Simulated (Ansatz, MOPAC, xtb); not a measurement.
System: H₆, lowest singlet found (which spin is the ground state isn't settled by this scan): regular ring of 6 H atoms, symmetric stretch. Scanned: H-H side.

PM6, restricted, heats of formation (MOPAC); GFN1-xTB (xtb); AM1, restricted, heats of formation (MOPAC); FCI/aug-cc-pVDZ = Ansatz (an electronic-structure program) with full CI/aug-cc-pVDZ, frozen core.

Energies relative to the lowest point of each profile, in mEh; the last columns give the difference from FCI:

```tsv
r / Å	PM6	GFN1-xTB	AM1	FCI/aug-cc-pVDZ	PM6 − FCI/aug-cc-pVDZ	GFN1-xTB − FCI/aug-cc-pVDZ	AM1 − FCI/aug-cc-pVDZ
0.63	—	549.5	409.3	473.9	—	75.6	-64.6
0.70	—	286.9	234.4	259.8	—	27.1	-25.4
0.77	—	137.0	117.2	128.7	—	8.3	-11.5
0.84	—	58.7	45.1	52.5	—	6.2	-7.4
0.90	—	24.9	12.0	17.2	—	7.8	-5.2
0.96	—	7.2	0.0	1.3	—	5.9	-1.3
1.03	0.0	0.0	6.2	0.0	0.0	0.0	6.2
1.12	44.9	5.9	35.8	16.3	28.6	-10.4	19.5
1.23	126.7	28.3	90.2	52.0	74.6	-23.7	38.2
1.35	231.7	64.3	159.0	100.5	131.2	-36.2	58.6
1.53	393.4	129.1	265.6	176.2	217.2	-47.1	89.4
1.71	540.9	197.4	368.4	243.6	297.3	-46.2	124.8
1.98	719.5	294.2	506.2	316.7	402.8	-22.5	189.6
2.25	849.3	376.1	617.1	357.7	491.6	18.4	259.4
2.61	966.1	457.8	724.1	382.3	583.8	75.5	341.8
3.06	1054.4	520.1	808.9	392.4	662.0	127.7	416.5
```

PM6 is furthest from FCI/aug-cc-pVDZ at 3.06 (662.0 mEh, above); its mean absolute difference over the points is 288.9 mEh.

GFN1-xTB is furthest from FCI/aug-cc-pVDZ at 3.06 (127.7 mEh, above); its mean absolute difference over the points is 33.7 mEh.

AM1 is furthest from FCI/aug-cc-pVDZ at 3.06 (416.5 mEh, above); its mean absolute difference over the points is 103.7 mEh.

A dash means that the run gave no value there, or that the column was ended at a point which the program doubted or which failed a test of continuity chosen for this set; such a test can also cut sound points.
